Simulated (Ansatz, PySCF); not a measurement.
Potential energy curve for ClF, singlet.

Levels of theory: UHF/cc-pVTZ (PySCF); RHF/cc-pVTZ (PySCF); UKS-TPSSh = unrestricted TPSSh/cc-pVTZ (PySCF 2.14.0); RKS-TPSSh = restricted TPSSh/cc-pVTZ (PySCF 2.14.0); UKS-B3LYP = unrestricted B3LYP/cc-pVTZ run with PySCF 2.14.0; RKS-B3LYP = PySCF with restricted B3LYP/cc-pVTZ; UKS-BLYP = unrestricted BLYP/cc-pVTZ run with PySCF; RKS-BLYP = restricted BLYP/cc-pVTZ (PySCF); UKS-PBE = unrestricted PBE/cc-pVTZ (Ansatz, a first-principles code); RKS-PBE = restricted PBE/cc-pVTZ (Ansatz); UKS-B3LYP/6-31G* = PySCF with unrestricted B3LYP/6-31G*, spherical d; RKS-B3LYP/6-31G* = PySCF with restricted B3LYP/6-31G*, spherical d; UKS-LDA (SVWN5)/6-31G* = unrestricted LDA (SVWN5)/6-31G*, spherical d in PySCF 2.14.0; RKS-LDA (SVWN5)/6-31G* = PySCF with restricted LDA (SVWN5)/6-31G*, spherical d.

Scanned distances (Å): 1.21, 1.28, 1.39, 1.46, 1.53, 1.58, 1.62, 1.65, 1.70, 1.78, 1.86, 2.00, 2.21, 2.43, 2.69, 2.90, 3.26, 3.60, 3.95, 4.37, 4.81, 5.73, 6.51.

**Question.** Where does the unrestricted solution first break spin symmetry (<S²> of 0.01 or more)?

**Answer.** UHF: between 1.70 and 1.78 Å; UKS-TPSSh: between 2.00 and 2.21 Å; UKS-B3LYP: between 2.00 and 2.21 Å; UKS-BLYP: between 2.00 and 2.21 Å; UKS-PBE: between 2.00 and 2.21 Å; UKS-B3LYP/6-31G*: between 2.00 and 2.21 Å; UKS-LDA (SVWN5)/6-31G*: between 2.00 and 2.21 Å.

| R / Å | <S²> UHF | E(RHF) − E(UHF) / mEh | <S²> UKS-TPSSh | E(RKS-TPSSh) − E(UKS-TPSSh) / mEh | <S²> UKS-B3LYP | E(RKS-B3LYP) − E(UKS-B3LYP) / mEh | <S²> UKS-BLYP | E(RKS-BLYP) − E(UKS-BLYP) / mEh | <S²> UKS-PBE | E(RKS-PBE) − E(UKS-PBE) / mEh | <S²> UKS-B3LYP/6-31G* | E(RKS-B3LYP/6-31G*) − E(UKS-B3LYP/6-31G*) / mEh | <S²> UKS-LDA (SVWN5)/6-31G* | E(RKS-LDA (SVWN5)/6-31G*) − E(UKS-LDA (SVWN5)/6-31G*) / mEh |
|---|---|---|---|---|---|---|---|---|---|---|---|---|---|---|
| 1.21 | 0.00 | 0.0 | 0.00 | 0.0 | 0.00 | 0.0 | 0.00 | 0.0 | 0.00 | 0.0 | 0.00 | 0.0 | 0.00 | 0.0 |
| 1.28 | 0.00 | 0.0 | 0.00 | 0.0 | 0.00 | 0.0 | 0.00 | 0.0 | 0.00 | 0.0 | 0.00 | 0.0 | 0.00 | 0.0 |
| 1.39 | 0.00 | 0.0 | 0.00 | 0.0 | 0.00 | 0.0 | 0.00 | 0.0 | 0.00 | 0.0 | 0.00 | 0.0 | 0.00 | 0.0 |
| 1.46 | 0.00 | 0.0 | 0.00 | 0.0 | 0.00 | 0.0 | 0.00 | 0.0 | 0.00 | 0.0 | 0.00 | 0.0 | 0.00 | 0.0 |
| 1.53 | 0.00 | 0.0 | 0.00 | 0.0 | 0.00 | 0.0 | 0.00 | 0.0 | 0.00 | 0.0 | 0.00 | 0.0 | 0.00 | 0.0 |
| 1.58 | 0.00 | 0.0 | 0.00 | 0.0 | 0.00 | 0.0 | 0.00 | 0.0 | 0.00 | 0.0 | 0.00 | 0.0 | 0.00 | 0.0 |
| 1.62 | 0.00 | 0.0 | 0.00 | 0.0 | 0.00 | 0.0 | 0.00 | 0.0 | 0.00 | 0.0 | 0.00 | 0.0 | 0.00 | 0.0 |
| 1.65 | 0.00 | 0.0 | 0.00 | 0.0 | 0.00 | 0.0 | 0.00 | 0.0 | 0.00 | 0.0 | 0.00 | 0.0 | 0.00 | 0.0 |
| 1.70 | 0.00 | 0.0 | 0.00 | 0.0 | 0.00 | 0.0 | 0.00 | 0.0 | 0.00 | 0.0 | 0.00 | 0.0 | 0.00 | 0.0 |
| 1.78 | 0.20 | 1.6 | 0.00 | 0.0 | 0.00 | 0.0 | 0.00 | 0.0 | 0.00 | 0.0 | 0.00 | 0.0 | 0.00 | 0.0 |
| 1.86 | 0.46 | 11.9 | 0.00 | 0.0 | 0.00 | 0.0 | 0.00 | 0.0 | 0.00 | 0.0 | 0.00 | 0.0 | 0.00 | 0.0 |
| 2.00 | 0.72 | 40.4 | 0.00 | 0.0 | 0.00 | 0.0 | 0.00 | 0.0 | 0.00 | 0.0 | 0.00 | 0.0 | 0.00 | 0.0 |
| 2.21 | 0.89 | — | 0.49 | 3.4 | 0.43 | 3.6 | 0.44 | 2.3 | 0.47 | 2.7 | 0.41 | 3.5 | 0.35 | 1.3 |
| 2.43 | 0.96 | — | 0.80 | 16.6 | 0.77 | 18.5 | 0.74 | 8.6 | 0.76 | 9.5 | 0.76 | 18.5 | 0.70 | — |
| 2.69 | 1.00 | — | 0.95 | 35.6 | 0.94 | 38.6 | 0.89 | — | 0.91 | 17.8 | 0.93 | 39.0 | 0.88 | — |
| 2.90 | 1.01 | — | 0.99 | 48.9 | 0.99 | 52.7 | 0.96 | — | 0.97 | 25.9 | 0.98 | 53.5 | 0.94 | — |
| 3.26 | 1.01 | — | 1.01 | 65.3 | 1.00 | 70.6 | 1.00 | — | 1.00 | 37.7 | 1.00 | 72.3 | 0.99 | — |
| 3.60 | 1.01 | — | 1.01 | 74.7 | 1.00 | 81.5 | 1.00 | — | 1.00 | 44.6 | 1.00 | 83.9 | 1.00 | — |
| 3.95 | 1.01 | — | 1.01 | 80.5 | 1.00 | 88.6 | 1.00 | — | 1.00 | 48.7 | 1.00 | 91.1 | 1.00 | — |
| 4.37 | 1.01 | — | 1.01 | 84.5 | 1.00 | 93.8 | 1.00 | — | 1.00 | 51.4 | 1.00 | 96.3 | 0.00 | — |
| 4.81 | 1.01 | — | 1.01 | 86.9 | 1.00 | 97.0 | 1.00 | — | 1.00 | 52.8 | 1.00 | 99.3 | 1.00 | — |
| 5.73 | 1.01 | — | 1.01 | 89.1 | 1.00 | 100.4 | 1.00 | — | 1.00 | 53.9 | 1.00 | 102.2 | 0.00 | — |
| 6.51 | 1.01 | — | 1.01 | 90.0 | 1.00 | 101.8 | 1.00 | — | 1.00 | 54.0 | 1.00 | 103.5 | 1.00 | — |

Dashes: no converged value, or the column stops at the first point that the program doubted or that broke a chosen test of continuity, which isn't proof of a fault.
